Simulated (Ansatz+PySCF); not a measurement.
The numbers below are computed, except where a source is named.
**Several solutions for triplet LiHO2 in separate pieces**

```xyz
4

O     0.0000    0.0000   -0.5941
O     0.0000    0.0000    0.5941
Li   30.0000    0.0000   -1.4381
H    30.0000    0.0000    4.3142
```

Basis set: 6-31G (spherical functions). Charge 0, multiplicity 3.

UHF was run from several starts with Ansatz (development build ahead of 0.2.0) and PySCF 2.14.0.

| run | program | start | converged | energy (hartree) | <S²> |
| --- | --- | --- | --- | --- | --- |
| A | PySCF | program defaults | yes | -157.47531 | 3.03 |
| B | PySCF | guess 1e, instabilities followed | yes | -157.44492 | 3.01 |
| C | PySCF | guess huckel, instabilities followed | yes | -157.47531 | 3.03 |
| D | PySCF | guess minao, instabilities followed | yes | -157.47531 | 3.03 |
| E | Ansatz | stability test followed | yes | -157.47531 | 3.03 |
| F | Ansatz | search for the lowest state | yes | -157.47531 | 3.03 |
| G | PySCF | guess atom, instabilities followed | yes | -157.47531 | 3.03 |
| H | Ansatz | atomic start, no search | yes | -157.47531 | 3.03 |

Task: Which runs reached the lowest solution of this kind, and what is wrong with the others?

Result: A, C, D, E, F, G, H reached the lowest solution found. Converged but too high: B by 0.83 eV. Convergence only shows a stationary point, and even a stable one can lie too high; stability tests and further starts are what find lower ones. Caution: the unrestricted determinant is a mixture of spin states.
